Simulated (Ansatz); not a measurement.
Geometry optimisation, RKS B3LYP/def2-SVP in Ansatz.

The input (input.yaml):

```yaml
crystal:
  periodic: [false, false, false]
  atoms:
    - { symbol: Si, position_ang: [0.0, 0.0, 0.0] }
    - { symbol: C, position_ang: [0.0, 0.0, 2.22] }
    - { symbol: H, position_ang: [-0.9996, -0.3092, 2.5905] }
    - { symbol: H, position_ang: [0.7676, -0.7111, 2.5905] }
    - { symbol: H, position_ang: [0.232, 1.0203, 2.5905] }
    - { symbol: H, position_ang: [1.3768, 0.0, -0.4862] }
    - { symbol: H, position_ang: [-0.6877, 1.1914, -0.4862] }
    - { symbol: H, position_ang: [-0.6877, -1.1914, -0.4862] }
    - { symbol: F, position_ang: [-1.7638, 0.3257, 0.596] }
    - { symbol: H, position_ang: [-1.2268, 0.2266, 1.6943] }
basis:
  gaussian: { orbitals: def2-SVP }
hamiltonian:
  xc: b3lyp
relax:
  f_tol: 0.15
  max_steps: 25
  restrain:
    - { distance: [0, 8], at: 2.79, k: 30.0 }
    - { distance: [9, 1], at: 2.31, k: 30.0 }
    - { distance: [0, 1], at: 1.87, k: 30.0 }
    - { distance: [9, 8], at: 0.92, k: 30.0 }
```

Launched with:

```bash
$ ansatz run input.yaml --threads 1 --pin off --max-ram 2048MiB --backend cpu --events-out ev --progress --plain --runs-dir out
```

Question: Where does it end, and by what steps?

Answer: It converged. The restraints hold the end off the free minimum; the threshold counts their pulls, which the force column leaves out. Restrained pairs: Si1–F9 (1.89 → 2.80 Å), C2–H10 (1.35 → 2.31 Å), Si1–C2 (2.22 → 1.88 Å), F9–H10 (1.23 → 0.93 Å). After 10 steps the energy has fallen by 3.280 eV (the restraints' own energy left out); H10 moved furthest, 0.90 Å.

```
step  energy less start (eV)  largest force component (eV/Å)  accepted
   0                  0.0000                           3.812       yes
   1                 -1.2825                           3.632       yes
   2                 -1.7089                           4.276       yes
   3                 -2.2077                           3.766       yes
   4                 -3.0067                           1.670       yes
   5                 -3.2344                           1.129       yes
   6                 -3.2642                           0.575       yes
   7                 -3.2621                           0.582        no
   8                 -3.2763                           0.458       yes
   9                 -3.2789                           0.461       yes
  10                 -3.2797                           0.455       yes
```

```xyz
10
Properties=species:S:1:pos:R:3
Si 0.177 -0.039 0.140
C 0.147 -0.045 2.022
H -0.776 -0.473 2.443
H 0.971 -0.671 2.402
H 0.302 0.965 2.437
H 1.613 -0.072 -0.283
H -0.410 1.207 -0.425
H -0.487 -1.243 -0.427
F -2.499 0.286 0.899
H -2.026 0.636 1.614
```

The run took 34 s on 1 thread of Arm Neoverse V1 (shared host), peak memory 0.15 GiB.
